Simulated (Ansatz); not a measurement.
We consider Ge (P4₃2₁2, No. 96, 12 atoms in the cell; start mp-137; another form than the element's usual one), described by LDA in Ansatz (PAW).

Run with plane-wave cutoff 500 eV, 8×8×6 k mesh (along the axes of the cell as run), gaussian smearing 0.02 eV, scalar-relativistic PAW data made under PBE.

Cell (relaxed at this level):

```xyz
12
Lattice="5.8773 0.0000 0.0000 0.0000 5.8773 0.0000 0.0000 0.0000 6.9025" Properties=species:S:1:pos:R:3 pbc="T T T"
Ge     0.5203     0.5203     0.0000
Ge     2.4183     3.4590     5.1769
Ge     5.3570     5.3570     3.4513
Ge     3.4590     2.4183     1.7256
Ge     1.0110     2.1748     1.7691
Ge     0.7638     3.9496     6.9460
Ge     4.8663     3.7025     5.2204
Ge     5.1135     1.9277     3.4947
Ge     3.9496     0.7638    -0.0435
Ge     3.7025     4.8663     1.6822
Ge     1.9277     5.1135     3.4078
Ge     2.1748     1.0110     5.1335
```

**Question.** Estimate the band gap that the calculation returns.

**Answer.** 
* **band gap**: 0.59 eV (on the SCF k mesh)

Note: the relaxation could not lower the start's symmetry, so the cell can be a saddle point above a distorted one.

Spin–orbit coupling is not included.

Static lattice: no zero-point or thermal effects.

A start named mp-… is a Materials Project structure, which need not be a measured phase.

Ansatz is a quantum-chemistry and plane-wave program.
